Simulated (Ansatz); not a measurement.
# Nudged elastic band run: C₃H₅Cl

Input file:

```yaml
crystal:
  periodic: [false, false, false]
  atoms:
    - { symbol: C, position_ang: [-0.296195, 1.329212, -0.462138] }
    - { symbol: C, position_ang: [0.388396, 0.173045, -0.384] }
    - { symbol: C, position_ang: [0.097919, -0.903361, 0.616634] }
    - { symbol: Cl, position_ang: [-0.409617, -2.464605, -0.22892] }
    - { symbol: H, position_ang: [-0.039622, 2.101239, -1.203151] }
    - { symbol: H, position_ang: [-1.137648, 1.547353, 0.215466] }
    - { symbol: H, position_ang: [1.218651, -0.029095, -1.081857] }
    - { symbol: H, position_ang: [-0.725385, -0.62619, 1.300515] }
    - { symbol: H, position_ang: [0.9919, -1.173797, 1.21045] }
basis:
  gaussian: { orbitals: def2-SVP }
hamiltonian:
  xc: blyp
  dispersion: d4
neb:
  order_check: false
  images: 7
  f_tol: 0.05
  max_iterations: 60
  final_atoms:
    - { symbol: C, position_ang: [0.09402941, 1.40111986, -0.324835] }
    - { symbol: C, position_ang: [-0.08697805, 0.08671223, -0.55168613] }
    - { symbol: C, position_ang: [-0.14766331, -0.94731392, 0.52955873] }
    - { symbol: Cl, position_ang: [1.22005249, -2.17433088, 0.34340076] }
    - { symbol: H, position_ang: [0.11324039, 2.129971, -1.14888861] }
    - { symbol: H, position_ang: [0.22378375, 1.79643598, 0.69577372] }
    - { symbol: H, position_ang: [-0.20330046, -0.28834655, -1.58255953] }
    - { symbol: H, position_ang: [-1.07847274, -1.54485699, 0.48417681] }
    - { symbol: H, position_ang: [-0.04629248, -0.50558975, 1.53805824] }
  initial_path:
    images:
      - { positions_ang: [[-0.296195, 1.329212, -0.462138], [0.388396, 0.173045, -0.384], [0.097919, -0.903361, 0.616634], [-0.409617, -2.464605, -0.22892], [-0.039622, 2.101239, -1.203151], [-1.137648, 1.547353, 0.215466], [1.218651, -0.029095, -1.081857], [-0.725385, -0.62619, 1.300515], [0.9919, -1.173797, 1.21045]] }
      - { positions_ang: [[-0.21791691, 1.32949395, -0.42629869], [0.30093757, 0.14785749, -0.4230272], [0.04389385, -0.91950501, 0.59102744], [-0.09434222, -2.43698666, -0.14122492], [-0.00875587, 2.10103031, -1.18556036], [-0.89153812, 1.61165017, 0.33456443], [0.96847557, -0.09175306, -1.20494699], [-0.82529161, -0.76980402, 1.15247936], [0.81293674, -1.01818217, 1.28598593]] }
      - { positions_ang: [[-0.13963881, 1.32977591, -0.39045938], [0.21347913, 0.12266998, -0.4620544], [-0.01013131, -0.93564902, 0.56542088], [0.22093257, -2.40936832, -0.05352985], [0.02211025, 2.10082161, -1.16796972], [-0.64542824, 1.67594735, 0.45366286], [0.71830014, -0.15441113, -1.32803697], [-0.92519822, -0.91341804, 1.00444372], [0.63397348, -0.86256733, 1.36152185]] }
      - { positions_ang: [[-0.06136072, 1.33005786, -0.35462007], [0.1260207, 0.09748247, -0.5010816], [-0.06415646, -0.95179303, 0.53981432], [0.53620735, -2.38174998, 0.03416523], [0.05297638, 2.10061292, -1.15037908], [-0.39931836, 1.74024452, 0.57276128], [0.46812471, -0.21706919, -1.45112696], [-1.02510482, -1.05703206, 0.85640809], [0.45501022, -0.7069525, 1.43705778]] }
      - { positions_ang: [[0.01691738, 1.33033981, -0.31878075], [0.03856227, 0.07229496, -0.5401088], [-0.11818162, -0.96793704, 0.51420776], [0.85148213, -2.35413165, 0.12186031], [0.08384251, 2.10040423, -1.13278844], [-0.15320848, 1.80454169, 0.69185971], [0.21794928, -0.27972726, -1.57421694], [-1.12501143, -1.20064609, 0.70837245], [0.27604696, -0.55133766, 1.51259371]] }
      - { positions_ang: [[0.03619539, 1.34803482, -0.32029431], [0.00717719, 0.07589928, -0.54300313], [-0.12555204, -0.96278126, 0.5180455], [0.94362472, -2.30918145, 0.17724542], [0.09119198, 2.10779592, -1.13681348], [-0.05896042, 1.80251526, 0.69283821], [0.11263685, -0.28188208, -1.57630259], [-1.11337676, -1.28669881, 0.65232354], [0.1954621, -0.53990068, 1.51895984]] }
      - { positions_ang: [[0.05547339, 1.36572984, -0.32180788], [-0.02420789, 0.0795036, -0.54589747], [-0.13292246, -0.95762548, 0.52188325], [1.03576731, -2.26423126, 0.23263054], [0.09854145, 2.11518761, -1.14083853], [0.03528763, 1.80048884, 0.69381672], [0.00732441, -0.2840369, -1.57838823], [-1.10174209, -1.37275154, 0.59627463], [0.11487724, -0.52846371, 1.52532598]] }
      - { positions_ang: [[0.0747514, 1.38342485, -0.32332144], [-0.05559297, 0.08310791, -0.5487918], [-0.14029289, -0.9524697, 0.52572099], [1.1279099, -2.21928107, 0.28801565], [0.10589092, 2.12257931, -1.14486357], [0.12953569, 1.79846241, 0.69479522], [-0.09798803, -0.28619173, -1.58047388], [-1.09010741, -1.45880426, 0.54022572], [0.03429238, -0.51702673, 1.53169211]] }
      - { positions_ang: [[0.09402941, 1.40111986, -0.324835], [-0.08697805, 0.08671223, -0.55168613], [-0.14766331, -0.94731392, 0.52955873], [1.22005249, -2.17433088, 0.34340076], [0.11324039, 2.129971, -1.14888861], [0.22378375, 1.79643598, 0.69577372], [-0.20330046, -0.28834655, -1.58255953], [-1.07847274, -1.54485699, 0.48417681], [-0.04629248, -0.50558975, 1.53805824]] }
```

Command:

```bash
$ ansatz run input.yaml --threads 1 --pin off --max-ram 2048MiB --backend cpu --events-out ev --progress --plain --runs-dir out
```

Output, in part (warnings, iteration lines, the closing report on the highest movable image, with atoms numbered from 0):

```
NEB end point (image 0): max|allowed force component| = 1.346e-2 eV/Å (the criterion of neb.relax_end_points is 1.000e-2)
NEB end point (image 8): max|allowed force component| = 1.525e-2 eV/Å (the criterion of neb.relax_end_points is 1.000e-2)
NEB iter   1: max|band force component| = 6.386e0 eV/Å  barrier→ = 1.4658 eV  barrier← = 1.4658 eV  Δτ_max = 0.1861 Å  (244 SCF iters)
NEB iter   2: max|band force component| = 2.874e0 eV/Å  barrier→ = 0.3386 eV  barrier← = 0.3386 eV  Δτ_max = 0.1977 Å  (222 SCF iters)
NEB iter   3: max|band force component| = 1.340e0 eV/Å  barrier→ = 0.1980 eV  barrier← = 0.1980 eV  Δτ_max = 0.1975 Å  (212 SCF iters)
NEB iter   4: max|band force component| = 8.968e-1 eV/Å  barrier→ = 0.1568 eV  barrier← = 0.1568 eV  Δτ_max = 0.0568 Å  (210 SCF iters)
NEB iter   5: max|band force component| = 4.642e-1 eV/Å  barrier→ = 0.1392 eV  barrier← = 0.1392 eV  CI = image 4  Δτ_max = 0.0170 Å  (223 SCF iters)
NEB iter   6: max|band force component| = 9.856e-2 eV/Å  barrier→ = 0.1351 eV  barrier← = 0.1351 eV  CI = image 4  Δτ_max = 0.0138 Å  (217 SCF iters)
NEB iter   7: max|band force component| = 5.708e-2 eV/Å  barrier→ = 0.1347 eV  barrier← = 0.1347 eV  CI = image 4  Δτ_max = 0.0052 Å  (207 SCF iters)
NEB iter   8: max|band force component| = 1.842e-2 eV/Å  barrier→ = 0.1346 eV  barrier← = 0.1346 eV  CI = image 4  Δτ_max = 0.0000 Å  (374 SCF iters)
Total energy: -15706.51404638 eV, -577.2037449467 hartree
Atom 0 at    -0.121017     1.412760    -0.353977 Å, force    -0.000102    -0.005406     0.004282 eV/Å
Atom 1 at     0.170669     0.110820    -0.519142 Å, force    -0.001774    -0.008641     0.004018 eV/Å
Atom 2 at    -0.020974    -0.935583     0.562418 Å, force     0.006232     0.016306     0.003342 eV/Å
Atom 3 at     0.466100    -2.602569     0.003367 Å, force     0.001477    -0.007377    -0.001392 eV/Å
Atom 4 at     0.034117     2.137893    -1.166335 Å, force     0.000263     0.002468     0.000348 eV/Å
Atom 5 at    -0.523994     1.805085     0.594495 Å, force    -0.001279     0.005608    -0.004929 eV/Å
Atom 6 at     0.573090    -0.253356    -1.478275 Å, force    -0.000352     0.003215    -0.000333 eV/Å
Atom 7 at    -1.079318    -1.007499     0.880727 Å, force    -0.002572    -0.000914    -0.000110 eV/Å
Atom 8 at     0.589727    -0.713751     1.459722 Å, force    -0.001894    -0.005261    -0.005226 eV/Å
Dipole moment:    -0.094340     0.307977     0.116543 e Å
```

The run converged. A vibrational analysis at the climbing image gives one clearly imaginary mode, 144i cm⁻¹: a first-order saddle point.

Final band (atoms are numbered from 1 in the order of the input):

```
image  path coordinate (Å)  energy (kcal/mol)  dihedral C1–C2–C3–H8 (°)
    0                 0.00                0.0                        -2
    1                 0.44                0.4                        14
    2                 0.89                1.5                        30
    3                 1.33                2.6                        45
    4                 1.78                3.1                        60
    5                 2.22                2.6                        76
    6                 2.67                1.5                        92
    7                 3.11                0.4                       108
    8                 3.56                0.0                       125
```

Time of the run: 2.6 min on 1 thread of Intel(R) Xeon(R) Platinum 8259CL CPU @ 2.50GHz (Skylake/Cascade Lake) (shared host), peak memory 0.13 GiB.
